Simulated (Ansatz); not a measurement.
# CHO₂− (SMILES O=[C-]O): one structure at several levels

The task here is to estimate one member of a computed series from the others.

Computed with Ansatz 0.2.0, Gaussian basis. Level: single points in def2-TZVPPD.

Cores are frozen in the correlated methods.

## Where the work starts

SMILES `O=[C-]O`, 4 atoms, charge -1, spin multiplicity 1.

Atoms are counted from 1 here; the program's logs count them from 0.

Bond lengths: O1–C2 1.265 Å, C2–O3 1.344 Å, O3–H4 0.987 Å. Angles: O1–C2–O3 112.7°, C2–O3–H4 105.1°.

Coordinates:

```
O    -0.0131    0.3344    1.2511
C     0.6163   -0.3633    0.4046
O     0.0891   -0.2829   -0.8288
H    -0.6805    0.3294   -0.7406
```

The first run:

Input file run/in.yaml:

```yaml
crystal:
  periodic: [false, false, false]
  atoms:
    - {symbol: O, position_ang: [-0.013101, 0.334362, 1.251065]}
    - {symbol: C, position_ang: [0.616281, -0.363322, 0.404565]}
    - {symbol: O, position_ang: [0.089055, -0.282948, -0.828782]}
    - {symbol: H, position_ang: [-0.680530, 0.329397, -0.740587]}
basis:
  gaussian: {orbitals: "def2-TZVPPD.json"}
total_charge: -1
hamiltonian: {xc: pbe, dispersion: d4}
output: {forces: true}
```

The basis file named in the input lies beside it (Basis Set Exchange, JSON).

Command:

```
ansatz run in.yaml --threads 2 --pin off --events-out ev --progress --plain --max-ram 3481MiB
```

Steps of the session up to this table: PBE-D4/def2-TZVPPD; r2SCAN-D4/def2-TZVPPD; PBE0-D4/def2-TZVPPD; wB97M-V/def2-TZVPPD; CCSD(T)/def2-TZVPPD.

One table of the session follows, with a row left open; its other results are not shown here.

```
   method  RMS force component (eV/Å)  angle to CCSD(T) forces (°)
   PBE-D4                       0.930                         22.0
r2SCAN-D4                       0.961                         15.1
  PBE0-D4                       1.004                         22.1
  wB97M-V                           ?                            ?
  CCSD(T)                       1.019                    reference
```

Estimate the missing values for wB97M-V.

**Answer.** RMS force component (eV/Å): 1.051; angle to CCSD(T) forces (°): 13.4. In the column «RMS force component (eV/Å)» it is the highest.

Limits of these values: The anion's highest level is positive in at least one run, so there the basis alone may hold the extra electron.
